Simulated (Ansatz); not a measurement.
We consider C (model structure, started from the beta-Sn type, Fd-3m, No. 227, 2 atoms in the cell), described by PBE (Ansatz, a first-principles code, PAW).

Run with plane-wave cutoff 500 eV, 22×22×22 k mesh, Fermi–Dirac smearing 0.05 eV, scalar-relativistic PAW data made under PBE.

Cell (relaxed at this level):

```cif
data_C2
_chemical_formula_sum 'C2'
_space_group_name_H-M_alt 'P 1'
_space_group_IT_number 1
_cell_length_a 2.52556
_cell_length_b 2.52556
_cell_length_c 2.52556
_cell_angle_alpha 120.000
_cell_angle_beta 120.000
_cell_angle_gamma 90.000
loop_
_space_group_symop_operation_xyz
  'x, y, z'
loop_
_atom_site_label
_atom_site_type_symbol
_atom_site_fract_x
_atom_site_fract_y
_atom_site_fract_z
_atom_site_occupancy
C1 C 0.75000 0.25000 0.50000 1
C2 C 0.00000 0.00000 0.00000 1
```

Question: Give the computed band gap.

Answer: 
band gap: 4.13 eV (on the SCF k mesh)

Static lattice: no zero-point or thermal effects.

A model structure was made by putting elements into a prototype or built by hand; here it ended with the formula and space group of a phase in our tables.
